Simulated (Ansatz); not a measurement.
Ansatz (a program for electronic structure) input (HF/6-31G*):

Ansatz 0.2 input:
```yaml
crystal:
  periodic: [false, false, false]
  atoms:
    - {symbol: O, position_ang: [-0.00967373, 0.04563775, 1.10330363]}
    - {symbol: C, position_ang: [0.00178170, 1.15541318, 0.29161270]}
    - {symbol: C, position_ang: [-0.00658038, -1.04837760, 0.29156764]}
    - {symbol: C, position_ang: [0.01154327, 0.72839088, -0.98368653]}
    - {symbol: C, position_ang: [0.00648472, -0.69033507, -1.02009325]}
    - {symbol: H, position_ang: [0.00104465, 2.11115768, 0.78054654]}
    - {symbol: H, position_ang: [-0.01464815, -2.00173065, 0.79019247]}
    - {symbol: H, position_ang: [0.01161747, -1.34507735, -1.87357137]}
basis:
  gaussian:
    orbitals: 6-31G*
hamiltonian:
  xc: {name: HF}
magnetization: {spin_polarized: true, initial_magnetization: 1}
relax: {f_tol: 0.003, max_steps: 120}
```

From the last part of the output:

```
901 factors; integrals over basis functions are off by at most 3.6e-4 eV
mean field: 0.30 GiB planned
mean field evaluation 1: about -6200.6212 eV, gradient 1.8e1 eV
mean field evaluation 2: about -6200.7251 eV, gradient 1.8e1 eV
mean field evaluation 4: about -6203.1411 eV, gradient 3.2e0 eV
mean field evaluation 8: about -6203.2529 eV, gradient 6.1e-1 eV
mean field evaluation 16: about -6203.3792 eV, gradient 1.4e-1 eV
mean field -6203.37983029 eV, -227.9700039613 hartree, gradient 2.5e-5 eV, S^2 1.095939; 0 other end points of the search recorded, 0 dependent functions left out
the calculation of the forces begins
reference -6203.37983029 eV, -227.9700039613 hartree; 18, 17 occupied and 63, 64 virtual orbitals, 901 factors
relax step   1: F+E_penalty+E_count = -6203.37983029 eV  Δ(F+E_penalty+E_count) = +0.000e0 eV  max|allowed force component| = 7.842e-1 eV/Å  Δτ_max = 0.0000 Å  (83 SCF iters, accepted)
these checks for a lower state are left out or cut short: starts, cluster_reference, orbital_swaps, neighbouring_geometries, increment
integrals: 0.03 GiB planned
901 factors; integrals over basis functions are off by at most 3.5e-4 eV
mean field: 0.30 GiB planned
mean field evaluation 32: about -6203.3954 eV, gradient 3.4e-1 eV
mean field -6203.39606879 eV, -227.9706007153 hartree, gradient 5.9e-5 eV, S^2 1.086464; 0 other end points of the search recorded, 0 dependent functions left out
the calculation of the forces begins
reference -6203.39606879 eV, -227.9706007153 hartree; 18, 17 occupied and 63, 64 virtual orbitals, 901 factors
relax step   2: F+E_penalty+E_count = -6203.39606879 eV  Δ(F+E_penalty+E_count) = -1.624e-2 eV  max|allowed force component| = 3.697e-1 eV/Å  Δτ_max = 0.0144 Å  (70 SCF iters, accepted)
these checks for a lower state are left out or cut short: starts, cluster_reference, orbital_swaps, neighbouring_geometries, increment
integrals: 0.03 GiB planned
901 factors; integrals over basis functions are off by at most 3.5e-4 eV
mean field: 0.30 GiB planned
mean field -6203.39943030 eV, -227.9707242485 hartree, gradient 2.1e-5 eV, S^2 1.076198; 0 other end points of the search recorded, 0 dependent functions left out
the calculation of the forces begins
reference -6203.39943030 eV, -227.9707242485 hartree; 18, 17 occupied and 63, 64 virtual orbitals, 901 factors
relax step   3: F+E_penalty+E_count = -6203.39943030 eV  Δ(F+E_penalty+E_count) = -3.362e-3 eV  max|allowed force component| = 2.911e-2 eV/Å  Δτ_max = 0.0061 Å  (63 SCF iters, accepted)
these checks for a lower state are left out or cut short: starts, cluster_reference, orbital_swaps, neighbouring_geometries, increment
integrals: 0.03 GiB planned
901 factors; integrals over basis functions are off by at most 3.5e-4 eV
mean field: 0.30 GiB planned
mean field -6203.39949759 eV, -227.9707267212 hartree, gradient 1.9e-5 eV, S^2 1.077097; 0 other end points of the search recorded, 0 dependent functions left out
the calculation of the forces begins
reference -6203.39949759 eV, -227.9707267212 hartree; 18, 17 occupied and 63, 64 virtual orbitals, 901 factors
relax step   4: F+E_penalty+E_count = -6203.39949759 eV  Δ(F+E_penalty+E_count) = -6.729e-5 eV  max|allowed force component| = 1.540e-2 eV/Å  Δτ_max = 0.0017 Å  (53 SCF iters, accepted)
these checks for a lower state are left out or cut short: starts, cluster_reference, orbital_swaps, neighbouring_geometries, increment
integrals: 0.03 GiB planned
901 factors; integrals over basis functions are off by at most 3.5e-4 eV
mean field: 0.30 GiB planned
mean field -6203.39951436 eV, -227.9707273374 hartree, gradient 6.5e-5 eV, S^2 1.077180; 0 other end points of the search recorded, 0 dependent functions left out
the calculation of the forces begins
reference -6203.39951436 eV, -227.9707273374 hartree; 18, 17 occupied and 63, 64 virtual orbitals, 901 factors
relax step   5: F+E_penalty+E_count = -6203.39951436 eV  Δ(F+E_penalty+E_count) = -1.677e-5 eV  max|allowed force component| = 9.645e-3 eV/Å  Δτ_max = 0.0017 Å  (49 SCF iters, accepted)
these checks for a lower state are left out or cut short: starts, cluster_reference, orbital_swaps, neighbouring_geometries, increment
integrals: 0.03 GiB planned
901 factors; integrals over basis functions are off by at most 3.5e-4 eV
mean field: 0.30 GiB planned
mean field -6203.39951718 eV, -227.9707274411 hartree, gradient 4.0e-5 eV, S^2 1.077335; 0 other end points of the search recorded, 0 dependent functions left out
the calculation of the forces begins
reference -6203.39951718 eV, -227.9707274411 hartree; 18, 17 occupied and 63, 64 virtual orbitals, 901 factors
relax step   6: F+E_penalty+E_count = -6203.39951718 eV  Δ(F+E_penalty+E_count) = -2.821e-6 eV  max|allowed force component| = 2.531e-3 eV/Å  Δτ_max = 0.0003 Å  (47 SCF iters, accepted)
integrals: 0.03 GiB planned
901 factors; integrals over basis functions are off by at most 3.5e-4 eV
mean field: 0.30 GiB planned
mean field evaluation 64: about -6203.2836 eV, gradient 3.4e-1 eV
mean field evaluation 96: about -6201.8163 eV, gradient 3.0e-1 eV
mean field -6203.39951718 eV, -227.9707274411 hartree, gradient 4.0e-5 eV, S^2 1.077335; 1 other end points of the search recorded, 0 dependent functions left out
the calculation of the forces begins
reference -6203.39951718 eV, -227.9707274411 hartree; 18, 17 occupied and 63, 64 virtual orbitals, 901 factors
Total energy: -6203.39951718 eV, -227.9707274411 hartree
Atom 0 at    -0.009593     0.044630     1.093869 Å, force     0.000014    -0.000088    -0.001607 eV/Å
Atom 1 at     0.001696     1.143180     0.295984 Å, force     0.000004     0.001400     0.000143 eV/Å
Atom 2 at    -0.006552    -1.039538     0.292093 Å, force    -0.000002    -0.002531    -0.000899 eV/Å
Atom 3 at     0.011660     0.736342    -0.993400 Å, force    -0.000002     0.000922     0.000658 eV/Å
Atom 4 at     0.006439    -0.689918    -1.014813 Å, force    -0.000012    -0.000242     0.001212 eV/Å
Atom 5 at     0.000970     2.092712     0.781061 Å, force     0.000002     0.000196    -0.000140 eV/Å
Atom 6 at    -0.014546    -1.987282     0.784875 Å, force    -0.000001     0.000365     0.000220 eV/Å
Atom 7 at     0.011495    -1.345047    -1.859798 Å, force    -0.000004    -0.000022     0.000413 eV/Å
Dipole moment:     0.000353    -0.102978    -0.083306 e Å
```

The determinant is spin-contaminated: <S^2> is 1.08 against 0.75 for a pure state.
